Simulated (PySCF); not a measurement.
Broadened absorption spectrum of 3-pentanone

3-pentanone, C₅H₁₀O.
InChI=1S/C5H10O/c1-3-5(6)4-2/h3-4H2,1-2H3

Method used: TDDFT B3LYP/def2-SVPD, vertical, gas phase, core orbitals frozen in the response in PySCF. One conformer (not necessarily the lowest) at the GFN2-xTB geometry, without solvent, vibrations or thermal averaging. Torsions of this conformer, `[CH3:1][CH2:2][C:3](=[O:4])[CH2:5][CH3:6]`: C1–C2–C3–O4 12°, C2–C3–C5–C6 -167°.

Computed states:

```
state  E (eV)       f
   S1    4.52  0.0000
   S2    6.31  0.0083
   S3    7.19  0.0001
   S4    7.29  0.0009
   S5    7.73  0.0006
   S6    7.83  0.0002
   S7    7.99   0.035
   S8    8.09  0.0007
```

Each state is given a Gaussian of 0.25 eV full width at half maximum, with ε(max) = 2.175×10⁸ f / Δν̃ (Δν̃ the width in cm⁻¹). The width is an assumption, not a result. The curve ends short of the highest state used, and states not computed would add to its high-energy end.

Problem. What does the envelope look like, and where are its maxima?

Solution. 
```csv
λ (nm),ε (L mol⁻¹ cm⁻¹)
165.6,21
168.7,87
171.8,93
174.9,26
178.0,2
181.1,0
184.2,0
187.3,13
190.4,146
193.5,585
196.7,894
199.8,554
202.9,155
206.0,21
209.1,1
212.2,0
215.3,0
218.4,0
221.5,0
224.7,0
227.8,0
230.9,0
234.0,0
237.1,0
240.2,0
243.3,0
246.4,0
249.5,0
252.6,0
255.8,0
258.9,0
262.0,0
265.1,1
268.2,1
271.3,2
274.4,2
277.5,2
280.6,1
283.8,1
286.9,0
290.0,0
293.1,0
296.2,0
299.3,0
```

Maxima: 196 nm (6.31 eV), ε about 900, made up of S2 (100%); 170 nm (7.28 eV), ε about 110, made up of S4 (91%) (ε in L mol⁻¹ cm⁻¹; maxima over ε = 5, shares over 10%).

Problem. What would ε be at 6.31 eV, the highest of these maxima, with half the width (0.125 eV)?

Solution. About 1790 L mol⁻¹ cm⁻¹ against 895, a factor of about 2.00; a lone state at its own centre would give exactly 2.

Problem. Coming from long wavelengths, where does ε first pass 100 L mol⁻¹ cm⁻¹?

Solution. At about 204 nm (6.09 eV), 1.57 eV above S1.

Problem. On this curve, what absorbance would a 10⁻⁵ mol/L sample give at 193 nm over a 1 cm path?

Solution. 193 nm is 6.424 eV, where ε is about 500 L mol⁻¹ cm⁻¹, so A = ε c l ≈ 0.005 (Beer–Lambert, with the gas-phase spectrum and the assumed width).

On Arm Neoverse V1, one thread, no GPU (shared host), this took 28 s of wall time.
